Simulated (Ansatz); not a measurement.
A made-up structure of CH₅OSi (charge -1), singlet:

```
8
angstrom
C -0.5333 0.7122 -0.4044
Si 0.5903 -0.6474 0.3293
O 2.0680 -0.6790 -0.1805
H -0.6020 0.6085 -1.4928
H -1.5466 0.6554 0.0128
H 1.6160 0.3206 0.4945
H 0.3926 -0.4430 1.8369
H -0.2428 -1.9126 0.0861
```

It is relaxed with PBE-D4/def2-SVPD and then PBE0-D4/def2-TZVPD (Ansatz 0.2.0). Atoms count as bonded within 1.22 times the sum of their covalent radii (H–H: 0.88 Å). The end point is not checked to be a true minimum.

Does its bonding change? (A judgement: the text doesn't fix the answer.)

Computed: Yes. Formed: O3–H6; broken: Si2–H6.

Where it ends: The first stage lowers the energy by 3.59 eV in 16 steps. It ends as CH₅OSi ([CH2][SiH2][OH]), total charge -1:
C1  (-0.700, 0.502, -0.420)
Si2  (0.294, -0.694, 0.399)
O3  (1.988, -0.499, 0.262)
H4  (-0.903, 0.491, -1.489)
H5  (-1.243, 1.261, 0.139)
H6  (2.095, 0.406, -0.051)
H7  (0.018, -0.713, 1.887)
H8  (0.194, -2.139, -0.045)
(Å)

Labels in which every atom is bracketed show which atoms are joined, not bond orders.

For scale, one of the runs: PBE0-D4/def2-TZVPD relaxation, 165 basis functions, launched by `ansatz run in.yaml --threads 2 --pin off --events-out ev --progress --plain --max-ram 4352MiB`. Hardware: 2 CPU threads of an Arm Neoverse V2, shared host. Wall time about 33 s.
